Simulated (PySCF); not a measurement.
## Field gradients at the hydrogen positions

C4H4S.
Structure used (PBE0-D3(BJ)/def2-SVP), in Å, numbered top down from 1:
```
atom  x, y, z in Å
C1     0.8987    1.5399    1.2592
C2     0.6975    0.5453    0.5903
C3     0.4273   -0.6092   -0.1998
C4    -0.9580   -0.7087   -0.7643
S5     1.5886   -1.7314   -0.4496
H6     1.1033    2.4105    1.8553
H7    -1.6989   -0.6906    0.0519
H8    -1.1672    0.1669   -1.4008
H9    -1.0689   -1.6296   -1.3491
```

Level: PBE0/pcSseg-1 (PySCF, non-relativistic); Q(2H) = 0.00286 b; rigid geometry, the same for H and D, with no vibrational averaging.

**Question.** What are Vzz, η and χzz (234.96 MHz × Q × Vzz) at all hydrogens?

**Answer.** 
```tsv
atom	bonded to	bond length (Å)	Vzz (au)	η	χzz (kHz)
H6	C1	1.075	0.3394	0.02	228
H7	C4	1.102	0.2865	0.04	193
H8	C4	1.103	0.2864	0.04	192
H9	C4	1.097	0.2922	0.03	196
```

Isolated species at its PBE0-D3(BJ)/def2-SVP geometry, gas phase. With so small a basis the couplings can be 20 % off.
